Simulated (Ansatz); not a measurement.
# BSiN+ (doublet): from Hartree-Fock to the top rungs, cc-pVDZ

One table from this session's results is given with a row withheld; the runs are named, their logs left out.

Program: Ansatz 0.2.0, Gaussian basis. Level of theory: cc-pVDZ, core rule «outside noble gas», up to 7 orbitals frozen. These are calculated values, not measurements.

To be run: UHF; CCSD(T) on ROHF; CCSD(T) on UHF; BCCD(T) on ROHF; CISD as a restricted active space (open shells left free, so some higher excitations enter); CCSDT(Q) on ROHF; CCSDT(Q) on UHF; CASSCF and MRCISD+Q, 9 electrons in 11 orbitals; CASSCF and NEVPT2, 9 electrons in 11 orbitals.

31 further runs of the same task are left out: 6 for a known fault of the program, 11 that didn't finish, 14 set aside as unsound or not needed. Runs told in other sessions of the task aren't counted.

### The system

The geometry is a PBE0/def2-TZVP stationary point (not a proven minimum) of the parent state, kept for this charge and spin.

3 atoms, charge 1, spin multiplicity 2.

Atoms are counted from 1 here; the program's logs count them from 0.

Bond lengths: B1–N2 1.274 Å, N2–Si3 1.674 Å. Angles: B1–N2–Si3 180.0°.

The first run:

Input file in.yaml:

```yaml
crystal:
  periodic: [false, false, false]
  atoms:
    - {symbol: B, position_ang: [0.000000, 0.000000, -1.407767]}
    - {symbol: N, position_ang: [0.000000, 0.000000, -0.133267]}
    - {symbol: Si, position_ang: [0.000000, 0.000000, 1.541033]}
basis:
  gaussian: {orbitals: cc-pVDZ}
total_charge: 1
magnetization: {spin_polarized: true, initial_magnetization: 1}
hamiltonian: {xc: hf}
output: {orbitals: {seedname: orbitals}}
```

Command:

```sh
> ansatz run in.yaml --threads 1 --pin off --events-out ev --progress --plain --max-ram 2393MiB
```

Steps of the session up to this table: UHF; CCSD(T) on ROHF; CCSD(T) on UHF; BCCD(T) on ROHF; CISD as a restricted active space (open shells left free, so some higher excitations enter); CCSDT(Q) on ROHF; CCSDT(Q) on UHF; CASSCF and MRCISD+Q, 9 electrons in 11 orbitals; CASSCF and NEVPT2, 9 electrons in 11 orbitals.

One table of the session follows, with a row left open; its other results are not shown here.

| method | from UCCSDT(Q) (kcal/mol) |
| --- | --- |
| ROHF | +183.71 |
| UHF | +182.44 |
| RMP2 | +21.73 |
| UMP2 | +21.37 |
| CISD | +24.51 |
| RCCSD | +9.34 |
| UCCSD | ? |
| RCCSD(T) | +1.36 |
| UCCSD(T) | +1.38 |
| BCCD(T) | +1.28 |
| RCCSDT | +0.78 |
| UCCSDT | +0.78 |
| RCCSDT(Q) | +0.10 |
| UCCSDT(Q) | 0 |
| CASSCF valence | +105.52 |
| NEVPT2 valence | +20.69 |
| MRCISD valence | +8.21 |
| MRCISD+Q valence | +2.06 |

**Question.** Estimate the row for UCCSD.

As computed: from UCCSDT(Q) (kcal/mol): +9.33. In the column «from UCCSDT(Q) (kcal/mol)» it lies between MRCISD valence (+8.21) and RCCSD (+9.34).

Limits of these values: Restricted and unrestricted rows rest on different reference determinants; a gap between their highest levels can come from leftover correlation error, from unlike frozen cores or from another state.
